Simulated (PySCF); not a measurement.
Input file for PySCF: R-B3LYP/6-311+G** on H6N2 (a complex).

```python
from pyscf import gto, scf, dft, mp
from pyscf.data.elements import chemcore

mol = gto.M(
    atom='''
    N    -1.57871800   -0.04661100    0.00000000
    H    -2.15862100    0.13639600   -0.80956500
    H    -2.15862100    0.13639600    0.80956500
    H    -0.84947100    0.65819300    0.00000000
    N     1.57871800    0.04661100    0.00000000
    H     2.15862100   -0.13639600   -0.80956500
    H     0.84947100   -0.65819300    0.00000000
    H     2.15862100   -0.13639600    0.80956500
    ''',
    basis='6-311+g**',
    charge=0, spin=0, verbose=3, max_memory=1800)
mf = dft.RKS(mol, xc='b3lyp')
mf.conv_tol = 1e-8
mf.max_cycle = 100
mf.kernel()
if not mf.converged:
    mf = mf.newton().run(mf.mo_coeff, mf.mo_occ)
```

**Question.** Give the final energy of this run.

**Answer.** -113.1696 hartree.
